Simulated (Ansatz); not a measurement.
**HF with HCl: superposition error and deformation**

How much of this pair's binding is borrowed basis, and how much do the fragments pay to take the shapes they have in the pair?

Program: Ansatz 0.2.0, Gaussian basis. Level of theory: PBE0-D4 structures, single points in def2-TZVPPD. These are calculated values, not measurements.

Levels: PBE-D4, revPBE-D4, BLYP-D4, r2SCAN-D4, B97M-V, PBE0-D4, B3LYP-D4, HSE06-D4, wB97X-V, wB97M-V, B2PLYP, Hartree-Fock, MP2, CCSD, CCSD(T).

Cores are frozen in the correlated methods. B3LYP uses VWN-RPA correlation. B2PLYP carries no dispersion term here.

129 further runs of the same task are left out: 129 set aside as unsound or not needed.

### Step 1. The system as given

The relaxed pair: 4 atoms, charge 0, spin multiplicity 1.

Atoms are counted from 1 here; the program's logs count them from 0.

Bond lengths: F1–H2 0.922 Å, Cl3–H4 1.286 Å.

Geometry (Å):

```mol
ClFH2
  3D, bonds by distance, orders not assigned

  4  2  0  0  0  0  0  0  0  0999 V2000
    0.4832    0.0914   -1.1432 F   0  0
   -0.2612    0.1216   -1.6870 H   0  0
   -0.3650   -0.1536    2.0037 Cl  0  0
    0.1429   -0.0594    0.8265 H   0  0
  1  2  8  0
  3  4  8  0
M  END
```

Atoms 1 to 2 are fragment A (HF), the rest fragment B (HCl). From earlier runs, pair energy (eV) and counterpoise interaction (meV):

```
   method       E(pair)  interaction
   PBE-D4  -15266.43017         -131
revPBE-D4  -15271.12369          -97
  BLYP-D4  -15273.90357         -108
r2SCAN-D4  -15272.13628         -132
   B97M-V  -15269.85452         -131
  PBE0-D4  -15267.43552         -127
 B3LYP-D4  -15274.78115         -118
 HSE06-D4  -15267.10803         -127
  wB97X-V  -15271.33422         -119
  wB97M-V  -15272.65053         -117
   B2PLYP  -15269.22764         -106
      MP2  -15256.03400         -107
  CCSD(T)  -15257.05136         -100
```

First each fragment is run alone in its own basis, frozen in the shape it has in the pair (a, b).

### Step 2. PBE-D4/def2-TZVPPD

a/in.yaml reads:

```yaml
crystal:
  periodic: [false, false, false]
  atoms:
    - {symbol: F, position_ang: [0.483170, 0.091358, -1.143179]}
    - {symbol: H, position_ang: [-0.261224, 0.121597, -1.687007]}
basis:
  gaussian: {orbitals: "def2-TZVPPD.json"}
hamiltonian: {xc: pbe, dispersion: d4}
```

b/in.yaml reads:

```yaml
crystal:
  periodic: [false, false, false]
  atoms:
    - {symbol: Cl, position_ang: [-0.364986, -0.153649, 2.003735]}
    - {symbol: H, position_ang: [0.142940, -0.059405, 0.826451]}
basis:
  gaussian: {orbitals: "def2-TZVPPD.json"}
hamiltonian: {xc: pbe, dispersion: d4}
```

The basis file named in the input lies beside it (Basis Set Exchange, JSON).

One command serves all of them, each in its own folder.

Started as:

```bash
$ ansatz run in.yaml --threads 2 --pin off --events-out ev --progress --plain --max-ram 5222MiB
```

Output in a:

```text
Functional definition: PBE
  name "PBE"
  cite "Perdew, Burke & Ernzerhof, Phys. Rev. Lett. 77, 3865 (1996) doi:10.1103/PhysRevLett.77.3865"
  parent pbe
  parameter kappa = 0.804
  parameter beta = 0.06672455060314922
  exchange = pbe_x(kappa = kappa, mu = beta*pi^2/3)
  correlation = pbe_c(beta = beta)
256 factors; their error is unknown
mean field evaluation 1: about -2730.2483 eV, gradient 3.5e1 eV
mean field evaluation 2: about -2724.0803 eV, gradient 7.5e1 eV
mean field evaluation 4: about -2731.9318 eV, gradient 4.9e-1 eV
mean field evaluation 8: about -2731.9309 eV, gradient 1.2e-1 eV
mean field -2731.93092842 eV, -100.3966098501 hartree, gradient 3.7e-5 eV, S^2 0.000000; 0 other end points of the search recorded, 0 dependent functions left out
reference -2731.93096614 eV, -100.3966112363 hartree; 5, 5 occupied and 52, 52 virtual orbitals, 256 factors
Total energy: -2731.93286098 eV, -100.3966808704 hartree
```

b printed (excerpt; [...] marks lines left out):

```text
[... 4 set-up lines as earlier in the session ...]
[...]
383 factors; their error is unknown
[...]
mean field -12534.35713383 eV, -460.6291285758 hartree, gradient 5.3e-5 eV, S^2 0.000000; 0 other end points of the search recorded, 0 dependent functions left out
reference -12534.35718259 eV, -460.6291303678 hartree; 9, 9 occupied and 59, 59 virtual orbitals, 383 factors
Total energy: -12534.36285028 eV, -460.6293386515 hartree
```

Times: 0.2 s (a), 0.25 s (b) on 2 threads, shared host.

### Step 3. r2SCAN-D4/def2-TZVPPD

The same edit goes into each in.yaml of step 2 (a, b):

```diff
-hamiltonian: {xc: pbe, dispersion: d4}
+hamiltonian: {xc: r2scan, dispersion: d4}
```

Each run has its own folder and the same command.

Started as:

```bash
$ ansatz run in.yaml --threads 2 --pin off --events-out ev --progress --plain --max-ram 5222MiB
```

Log of a (excerpt; [...] marks lines left out):

```text
Functional definition: r2SCAN
  name "r2SCAN"
  cite "Furness, Kaplan, Ning, Perdew & Sun, J. Phys. Chem. Lett. 11, 8208 (2020) doi:10.1021/acs.jpclett.0c02405"
  cite "Furness, Kaplan, Ning, Perdew & Sun, J. Phys. Chem. Lett. 11, 9248 (2020) doi:10.1021/acs.jpclett.0c03077"
  parent r2scan
[...]
256 factors; their error is unknown
[...]
mean field -2733.34941522 eV, -100.4487382784 hartree, gradient 7.2e-6 eV, S^2 0.000000; 0 other end points of the search recorded, 0 dependent functions left out
reference -2733.34942832 eV, -100.4487387598 hartree; 5, 5 occupied and 52, 52 virtual orbitals, 256 factors
Total energy: -2733.34988608 eV, -100.4487555825 hartree
```

Output in b (excerpt; [...] marks lines left out):

```text
[... 5 set-up lines as earlier in the session ...]
[...]
383 factors; their error is unknown
[...]
mean field -12538.65017824 eV, -460.7868950480 hartree, gradient 4.5e-6 eV, S^2 0.000000; 0 other end points of the search recorded, 0 dependent functions left out
reference -12538.65019523 eV, -460.7868956722 hartree; 9, 9 occupied and 59, 59 virtual orbitals, 383 factors
Total energy: -12538.65146268 eV, -460.7869422503 hartree
```

They took 0.5 s (a), 0.7 s (b) on 2 threads, shared host.

### Step 4. PBE0-D4/def2-TZVPPD

Each input of step 3 (a, b) changes in the same lines:

```diff
-hamiltonian: {xc: r2scan, dispersion: d4}
+hamiltonian: {xc: pbe0, dispersion: d4}
+output: {orbitals: {seedname: orbitals}}
```

The same command starts each run, in its folder.

Started as:

```bash
$ ansatz run in.yaml --threads 2 --pin off --events-out ev --progress --plain --max-ram 5222MiB
```

a printed (excerpt; [...] marks lines left out):

```text
Functional definition: PBE0
  name "PBE0"
  cite "Adamo & Barone, J. Chem. Phys. 110, 6158 (1999) doi:10.1063/1.478522"
[... 2 set-up lines as earlier in the session ...]
[...]
256 factors; their error is unknown
[...]
mean field -2731.92098292 eV, -100.3962443599 hartree, gradient 2.9e-5 eV, S^2 0.000000; 0 other end points of the search recorded, 0 dependent functions left out
reference -2731.92101106 eV, -100.3962453940 hartree; 5, 5 occupied and 52, 52 virtual orbitals, 256 factors
Total energy: -2731.92252512 eV, -100.3963010345 hartree
```

Log of b (excerpt; [...] marks lines left out):

```text
[... 5 set-up lines as earlier in the session ...]
[...]
393 factors; their error is unknown
[...]
mean field -12535.37863015 eV, -460.6666678731 hartree, gradient 1.8e-5 eV, S^2 0.000000; 0 other end points of the search recorded, 0 dependent functions left out
reference -12535.37866557 eV, -460.6666691748 hartree; 9, 9 occupied and 59, 59 virtual orbitals, 393 factors
Total energy: -12535.38324882 eV, -460.6668376061 hartree
```

Wall times: 0.2 s (a), 0.35 s (b) on 2 threads, shared host.

### Step 5. B3LYP-D4/def2-TZVPPD

Each input of step 4 (a, b) changes in the same lines:

```diff
-hamiltonian: {xc: pbe0, dispersion: d4}
-output: {orbitals: {seedname: orbitals}}
+hamiltonian: {xc: {name: B3LYP}, dispersion: d4}
```

The same command starts each run, in its folder.

Started as:

```bash
$ ansatz run in.yaml --threads 2 --pin off --events-out ev --progress --plain --max-ram 5222MiB
```

a printed (excerpt; [...] marks lines left out):

```text
Functional definition: B3LYP
  name "B3LYP"
  cite "Stephens, Devlin, Chabalowski & Frisch, J. Phys. Chem. 98, 11623 (1994) doi:10.1021/j100096a001"
  cite "Becke, Phys. Rev. A 38, 3098 (1988) doi:10.1103/PhysRevA.38.3098"
  cite "Lee, Yang & Parr, Phys. Rev. B 37, 785 (1988) doi:10.1103/PhysRevB.37.785"
  cite "Vosko, Wilk & Nusair, Can. J. Phys. 58, 1200 (1980) doi:10.1139/p80-159"
[...]
256 factors; their error is unknown
[...]
mean field -2734.61364106 eV, -100.4951977213 hartree, gradient 8.2e-5 eV, S^2 0.000000; 0 other end points of the search recorded, 0 dependent functions left out
reference -2734.61381639 eV, -100.4952041646 hartree; 5, 5 occupied and 52, 52 virtual orbitals, 256 factors
Total energy: -2734.61680761 eV, -100.4953140899 hartree
```

Output in b (excerpt; [...] marks lines left out):

```text
[... 6 set-up lines as earlier in the session ...]
[...]
393 factors; their error is unknown
[...]
mean field -12540.03360120 eV, -460.8377349039 hartree, gradient 2.4e-5 eV, S^2 0.000000; 0 other end points of the search recorded, 0 dependent functions left out
reference -12540.03380382 eV, -460.8377423503 hartree; 9, 9 occupied and 59, 59 virtual orbitals, 393 factors
Total energy: -12540.04300108 eV, -460.8380803431 hartree
```

They took 0.25 s (a), 0.35 s (b) on 2 threads, shared host.

### Step 6. wB97X-V/def2-TZVPPD

The same edit goes into each in.yaml of step 5 (a, b):

```diff
-hamiltonian: {xc: {name: B3LYP}, dispersion: d4}
+hamiltonian: {xc: {name: wB97X-V}}
```

Each run has its own folder and the same command.

Started as:

```bash
$ ansatz run in.yaml --threads 2 --pin off --events-out ev --progress --plain --max-ram 5222MiB
```

Output in a (excerpt; [...] marks lines left out):

```text
Functional definition: wB97X-V
  name "wB97X-V"
  cite "Mardirossian & Head-Gordon, Phys. Chem. Chem. Phys. 16, 9904 (2014) doi:10.1039/C3CP54374A"
  cite "Becke, J. Chem. Phys. 107, 8554 (1997) doi:10.1063/1.475007"
  cite "Vydrov & Van Voorhis, J. Chem. Phys. 133, 244103 (2010) doi:10.1063/1.3521275"
[...]
      + integral(e_c_pw_opposite_spin*poly(b97_u_opposite, cos0, cos1)) + vv10(b, c)
256 factors; their error is unknown
78 factors; integrals over basis functions are off by at most 2.5e-5 eV
[...]
mean field -2733.56423286 eV, -100.4566326813 hartree, gradient 1.3e-5 eV, S^2 0.000000; 0 other end points of the search recorded, 0 dependent functions left out
reference -2733.56423103 eV, -100.4566326141 hartree; 5, 5 occupied and 52, 52 virtual orbitals, 256 factors
Total energy: -2733.56423103 eV, -100.4566326141 hartree
```

Log of b (excerpt; [...] marks lines left out):

```text
[... 5 set-up lines as earlier in the session ...]
[...]
      + integral(e_c_pw_opposite_spin*poly(b97_u_opposite, cos0, cos1)) + vv10(b, c)
386 factors; their error is unknown
86 factors; integrals over basis functions are off by at most 5.7e-5 eV
[...]
mean field -12537.64766950 eV, -460.7500535312 hartree, gradient 1.8e-5 eV, S^2 0.000000; 0 other end points of the search recorded, 0 dependent functions left out
reference -12537.64766721 eV, -460.7500534473 hartree; 9, 9 occupied and 59, 59 virtual orbitals, 386 factors
Total energy: -12537.64766721 eV, -460.7500534473 hartree
```

They took 0.56 s (a), 0.86 s (b) on 2 threads, shared host.

### Step 7. wB97M-V/def2-TZVPPD

Each input of step 6 (a, b) changes in the same lines:

```diff
-hamiltonian: {xc: {name: wB97X-V}}
+hamiltonian: {xc: {name: wB97M-V}}
```

One command serves all of them, each in its own folder.

Started as:

```bash
$ ansatz run in.yaml --threads 2 --pin off --events-out ev --progress --plain --max-ram 5222MiB
```

Output in a (excerpt; [...] marks lines left out):

```text
Functional definition: wB97M-V
  name "wB97M-V"
  cite "Mardirossian & Head-Gordon, J. Chem. Phys. 144, 214110 (2016) doi:10.1063/1.4952647"
[... 2 set-up lines as earlier in the session ...]
  # Of w^i u^j: cxij and so on, Table III.
[...]
  gx(w, u) = 1 - cx + cx01*u + cx10*w
[...]
      + integral(e_c_pw_mod_opposite_spin*gos(b97_w_opposite, b97_u_opposite)) + vv10(b, c)
256 factors; their error is unknown
78 factors; integrals over basis functions are off by at most 2.5e-5 eV
[...]
mean field -2733.75168764 eV, -100.4635215173 hartree, gradient 6.5e-5 eV, S^2 0.000000; 0 other end points of the search recorded, 0 dependent functions left out
reference -2733.75173236 eV, -100.4635231606 hartree; 5, 5 occupied and 52, 52 virtual orbitals, 256 factors
Total energy: -2733.75173236 eV, -100.4635231606 hartree
```

Log of b (excerpt; [...] marks lines left out):

```text
[... 5 set-up lines as earlier in the session ...]
  # Of w^i u^j: cxij and so on, Table III.
[...]
  gx(w, u) = 1 - cx + cx01*u + cx10*w
[...]
      + integral(e_c_pw_mod_opposite_spin*gos(b97_w_opposite, b97_u_opposite)) + vv10(b, c)
386 factors; their error is unknown
86 factors; integrals over basis functions are off by at most 5.7e-5 eV
[...]
mean field -12538.77943490 eV, -460.7916451428 hartree, gradient 1.8e-5 eV, S^2 0.000000; 0 other end points of the search recorded, 0 dependent functions left out
reference -12538.77949345 eV, -460.7916472944 hartree; 9, 9 occupied and 59, 59 virtual orbitals, 386 factors
Total energy: -12538.77949345 eV, -460.7916472944 hartree
```

Times: 0.55 s (a), 0.96 s (b) on 2 threads, shared host.

### Step 8. B2PLYP/def2-TZVPPD

Each input of step 7 (a, b) changes in the same lines:

```diff
-hamiltonian: {xc: {name: wB97M-V}}
+hamiltonian: {xc: {name: B2PLYP}}
```

Each run has its own folder and the same command.

Started as:

```bash
$ ansatz run in.yaml --threads 2 --pin off --events-out ev --progress --plain --max-ram 5222MiB
```

Log of a (excerpt; [...] marks lines left out):

```text
Functional definition: B2PLYP
  name "B2PLYP"
  cite "Grimme, J. Chem. Phys. 124, 034108 (2006) doi:10.1063/1.2148954"
[... 2 set-up lines as earlier in the session ...]
[...]
352 factors; integrals over basis functions are off by at most 1.1e-3 eV
[...]
mean field -2730.77132677 eV, -100.3539952754 hartree, gradient 3.2e-6 eV, S^2 0.000000; 0 other end points of the search recorded, 0 dependent functions left out
1 core orbitals not correlated: weight in the atoms' cores, before any rotation towards them, 1.000 or more for the frozen orbitals, at most 0.000 for the correlated occupied ones
reference -2730.77143252 eV, -100.3539991616 hartree; 4, 4 occupied and 52, 52 virtual orbitals, 352 factors
second order -8.71461422 eV of doubles, -0.00000000 eV of singles
Total energy: -2733.12437836 eV, -100.4404683263 hartree
```

Log of b (excerpt; [...] marks lines left out):

```text
[... 5 set-up lines as earlier in the session ...]
[...]
386 factors; integrals over basis functions are off by at most 1.1e-3 eV
[...]
mean field -12534.16704826 eV, -460.6221430601 hartree, gradient 1.1e-6 eV, S^2 0.000000; 0 other end points of the search recorded, 0 dependent functions left out
5 core orbitals not correlated: weight in the atoms' cores, before any rotation towards them, 1.000 or more for the frozen orbitals, at most 0.000 for the correlated occupied ones
reference -12534.16717259 eV, -460.6221476290 hartree; 4, 4 occupied and 59, 59 virtual orbitals, 386 factors
second order -6.75219575 eV of doubles, -0.00000000 eV of singles
Total energy: -12535.99026544 eV, -460.6891450556 hartree
```

Times: 0.3 s (a), 0.45 s (b) on 2 threads, shared host.

### Step 9. BLYP-D4/def2-TZVPPD

Each input of step 8 (a, b) changes in the same lines:

```diff
-hamiltonian: {xc: {name: B2PLYP}}
+hamiltonian: {xc: {name: BLYP}, dispersion: d4}
```

One command serves all of them, each in its own folder.

Started as:

```bash
$ ansatz run in.yaml --threads 2 --pin off --events-out ev --progress --plain --max-ram 5222MiB
```

Log of a (excerpt; [...] marks lines left out):

```text
Functional definition: BLYP
  name "BLYP"
[... 2 set-up lines as earlier in the session ...]
[...]
256 factors; their error is unknown
[...]
mean field -2734.33021277 eV, -100.4847819237 hartree, gradient 4.3e-5 eV, S^2 0.000000; 0 other end points of the search recorded, 0 dependent functions left out
reference -2734.33044956 eV, -100.4847906258 hartree; 5, 5 occupied and 52, 52 virtual orbitals, 256 factors
Total energy: -2734.33503387 eV, -100.4849590958 hartree
```

b printed (excerpt; [...] marks lines left out):

```text
[... 4 set-up lines as earlier in the session ...]
[...]
383 factors; their error is unknown
[...]
mean field -12539.44278164 eV, -460.8160226857 hartree, gradient 6.2e-5 eV, S^2 0.000000; 0 other end points of the search recorded, 0 dependent functions left out
reference -12539.44304828 eV, -460.8160324845 hartree; 9, 9 occupied and 59, 59 virtual orbitals, 383 factors
Total energy: -12539.45655289 eV, -460.8165287700 hartree
```

Wall times: 0.25 s (a), 0.35 s (b) on 2 threads, shared host.

(Part 1 of 3 ends here.)
